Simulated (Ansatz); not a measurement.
# PH4+ (singlet): the correlation ladder at a displaced geometry (v2), 6-31G

The task here is to estimate one member of a computed series from the others.

Program: Ansatz 0.2.0, Gaussian basis. Level of theory: 6-31G, core rule «outside noble gas», up to 5 orbitals frozen. These are calculated values, not measurements.

The runs, in order: UHF; CCSD(T) on RHF; BCCD(T) on RHF; CISD; CCSDT(Q) on RHF; CISDTQ; CCSDTQ on RHF; CASSCF and MRCISD+Q, 8 electrons in 8 orbitals; CASSCF and NEVPT2, 8 electrons in 8 orbitals; Full CI.

14 further runs of the same task are left out: 1 for a known fault of the program, 5 that didn't finish, 8 set aside as unsound or not needed.

**The geometry**

The geometry is a PBE0/def2-TZVP stationary point (not a proven minimum) with its atoms shifted at random (size 0.100 Å).

5 atoms, charge 1, spin multiplicity 1.

Atoms are counted from 1 here; the program's logs count them from 0.

Bond lengths: P1–H2 1.325 Å, P1–H3 1.469 Å, P1–H4 1.347 Å, P1–H5 1.451 Å. Angles: H2–P1–H3 107.7°, H2–P1–H4 108.8°, H2–P1–H5 122.1°, H3–P1–H4 105.1°, H3–P1–H5 106.2°, H4–P1–H5 105.8°.

Coordinates:

```xyz
5
charge 1, multiplicity 1
P     0.0106    0.0056    0.0013
H     0.6529    0.8242    0.8214
H    -0.8887   -0.8247    0.8135
H    -0.8009    0.7333   -0.7897
H     0.7125   -0.9040   -0.8847
```

Set-up of the first run:

in.yaml

```yaml
crystal:
  periodic: [false, false, false]
  atoms:
    - {symbol: P, position_ang: [0.010552, 0.005570, 0.001285]}
    - {symbol: H, position_ang: [0.652851, 0.824227, 0.821380]}
    - {symbol: H, position_ang: [-0.888681, -0.824658, 0.813494]}
    - {symbol: H, position_ang: [-0.800916, 0.733269, -0.789692]}
    - {symbol: H, position_ang: [0.712477, -0.904006, -0.884664]}
basis:
  gaussian: {orbitals: 6-31G}
total_charge: 1
magnetization: {spin_polarized: true, initial_magnetization: 0}
hamiltonian: {xc: hf}
output: {orbitals: {seedname: orbitals}}
```

On the command line:

```console
> ansatz run in.yaml --threads 1 --pin off --events-out ev --progress --plain --max-ram 2393MiB
```

Among the steps run: UHF; CCSD(T) on RHF; BCCD(T) on RHF; CISD; CCSDT(Q) on RHF; CISDTQ; CCSDTQ on RHF; CASSCF and MRCISD+Q, 8 electrons in 8 orbitals; CASSCF and NEVPT2, 8 electrons in 8 orbitals; Full CI.

One table of the session follows, with a row left open; its other results are not shown here.

| method | from FCI (kJ/mol) |
| --- | --- |
| RHF | +243.3 |
| RMP2 | +66.0 |
| CISD | +11.7 |
| RCCSD | +2.7 |
| RCCSD(T) | +0.7 |
| BCCD(T) | +0.7 |
| RCCSDT | ? |
| CISDTQ | +0.2 |
| RCCSDT(Q) | 0.0 |
| RCCSDTQ | 0.0 |
| CASSCF valence | +51.8 |
| NEVPT2 valence | +12.5 |
| MRCISD valence | +1.2 |
| MRCISD+Q valence | +0.7 |
| FCI | 0 |

Q: Estimate the row for RCCSDT from the others.

The run gave: from FCI (kJ/mol): +0.1. In the column «from FCI (kJ/mol)» it lies between FCI (0) and CISDTQ (+0.2).
